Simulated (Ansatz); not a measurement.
**CH₄Si (singlet): wave-function methods side by side at a displaced geometry (v1), cc-pVDZ**

The task here is to estimate one member of a computed series from the others.

The runs use Ansatz 0.2.0, Gaussian basis; cc-pVDZ, core rule «outside noble gas», up to 6 orbitals frozen.

The runs, in order: UHF; CCSD(T) on RHF; CCSD(T) on UHF; BCCD(T) on RHF; CISD; CCSDT(Q) on RHF; CCSDT(Q) on UHF; CASSCF and MRCISD+Q, 8 electrons in 8 orbitals; CASSCF and NEVPT4(SD), 8 electrons in 8 orbitals; CASSCF and NEVPT2, 8 electrons in 8 orbitals.

19 further runs of the same task are left out: 7 that didn't finish, 12 set aside as unsound or not needed.

### The system

The geometry is a PBE0/def2-TZVP stationary point (not a proven minimum) with its atoms shifted at random (size 0.040 Å).

6 atoms, charge 0, spin multiplicity 1.

Atoms are counted from 1 here; the program's logs count them from 0.

Bond lengths: Si1–C2 1.903 Å, Si1–H3 1.568 Å, C2–H4 1.101 Å, C2–H5 1.052 Å, C2–H6 1.133 Å. Angles: C2–Si1–H3 92.6°, Si1–C2–H4 114.7°, Si1–C2–H5 114.0°, Si1–C2–H6 110.2°, H4–C2–H5 110.7°, H4–C2–H6 105.0°, H5–C2–H6 100.8°.

Coordinates:

| atom | x (Å) | y (Å) | z (Å) |
| --- | --- | --- | --- |
| Si1 | 0.0034 | -0.0746 | 0.6729 |
| C2 | 0.0026 | 0.0270 | -1.2273 |
| H3 | 0.0506 | 1.4853 | 0.8267 |
| H4 | -0.0522 | -0.9454 | -1.7408 |
| H5 | 0.7790 | 0.6145 | -1.6249 |
| H6 | -0.9044 | 0.6014 | -1.5877 |

Set-up of the first run:

in.yaml

```yaml
crystal:
  periodic: [false, false, false]
  atoms:
    - {symbol: Si, position_ang: [0.003444, -0.074558, 0.672938]}
    - {symbol: C, position_ang: [0.002611, 0.026994, -1.227262]}
    - {symbol: H, position_ang: [0.050575, 1.485323, 0.826690]}
    - {symbol: H, position_ang: [-0.052202, -0.945388, -1.740798]}
    - {symbol: H, position_ang: [0.778970, 0.614459, -1.624921]}
    - {symbol: H, position_ang: [-0.904433, 0.601440, -1.587737]}
basis:
  gaussian: {orbitals: cc-pVDZ}
magnetization: {spin_polarized: true, initial_magnetization: 0}
hamiltonian: {xc: hf}
output: {orbitals: {seedname: orbitals}}
```

Launch:

```sh
ansatz run in.yaml --threads 1 --pin off --events-out ev --progress --plain --max-ram 2393MiB
```

Among the steps run: UHF; CCSD(T) on RHF; CCSD(T) on UHF; BCCD(T) on RHF; CISD; CCSDT(Q) on RHF; CCSDT(Q) on UHF; CASSCF and MRCISD+Q, 8 electrons in 8 orbitals; CASSCF and NEVPT4(SD), 8 electrons in 8 orbitals; CASSCF and NEVPT2, 8 electrons in 8 orbitals.

One of the session's tables, all rows but one given; the rest of the session is left out.

| method | from RCCSDT(Q) (kcal/mol) |
| --- | --- |
| RHF | +176.40 |
| UHF | +174.64 |
| RMP2 | +30.32 |
| CISD | +21.00 |
| RCCSD | +5.38 |
| RCCSD(T) | +0.82 |
| BCCD(T) | +0.81 |
| RCCSDT | ? |
| RCCSDT(Q) | 0 |
| CASSCF frontier | +124.78 |
| MRCISD frontier | +11.56 |
| MRCISD+Q frontier | +0.48 |

Estimate the missing values for RCCSDT.

As computed: from RCCSDT(Q) (kcal/mol): +0.26. In the column «from RCCSDT(Q) (kcal/mol)» it lies between RCCSDT(Q) (0) and MRCISD+Q frontier (+0.48).

Not comparable, so not listed: CCSD(T) on UHF; CASSCF and NEVPT4(SD), 8 electrons in 8 orbitals; CASSCF and NEVPT2, 8 electrons in 8 orbitals (they don't share determinant, frozen orbitals or solution with the rows shown, or repeat one).

Limits of these values: Warnings: restricted reference is unstable; spin contamination. Warnings in the runs' records: passed over end.
